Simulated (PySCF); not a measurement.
An unknown is described by computed data only.

Formula: C3H4S.

| Quantity | Value |
| --- | --- |
| NMR, other nuclei | isotropic shieldings of nuclei other than C and H, by class: -717 (1 S) ppm [GIAO PBE0/pcSseg-1] |
| Rotational structure | rotational constants A, B, C: 46.587, 2.835, 2.672 GHz [GFN2-xTB] |
| Dipole | 3.01 D [PBE0/pcSseg-1] |
| 1H NMR | chemical shifts (computed TMS as zero) by class: 11.45 (1 H), 7.01 (1 H), 6.76 (1 H), 5.97 (1 H) ppm [GIAO PBE0/pcSseg-1] |
| 13C NMR | chemical shifts (computed TMS as zero) by class: 252.8 (1 C), 154.2 (1 C), 142.3 (1 C) ppm [GIAO PBE0/pcSseg-1] |

Gas-phase values; electronic properties from PySCF, density fitting. Levels stand in brackets. The structure is a single GFN2-xTB conformer in the gas phase; no vibrational or solvent corrections. Each NMR value is the plain mean over a class of atoms that symmetry, rotation or inversion makes alike.

Question: Propose a structure and show how it fits.

Answer: Numbering: `[CH2:1]=[CH:2][CH:3]=[S:4]`. Its formula, C3H4S, gives 2 degrees of unsaturation: 0 rings and 2 π bonds in the structure found. 3 carbons fall into 3 classes; from least to most shielded: thiocarbonyl carbon [C3] (252.8 ppm), alkene CH carbon [C2] (154.2 ppm), terminal =CH2 carbon [C1] (142.3 ppm). Hydrogen classes from least to most shielded: 1 H on a thiocarbonyl carbon, C3 (11.45 ppm), 1 H on an alkene CH carbon, C2 (7.01 ppm), 1 H on a terminal =CH2 carbon, C1 (6.76 ppm), 1 H on a terminal =CH2 carbon, C1 (5.97 ppm). The other shieldings belong to: -717 ppm, thiocarbonyl sulfur [S4]. The optimised geometry has point group Cs and is an asymmetric top. Structure: `C=CC=S` (thioacrolein). Computed isomers that give other values at the same levels: `C#CCS` (13C chemical shifts (computed TMS as zero) by class: 86.8 (1 C), 80.0 (1 C), 18.6 (1 C) ppm). The assignments are read from this structure; whether some other isomer fits the data as well wasn't checked.

Conformer computed: `[CH2:1]=[CH:2][CH:3]=[S:4]`: C1–C2–C3–S4 180°.
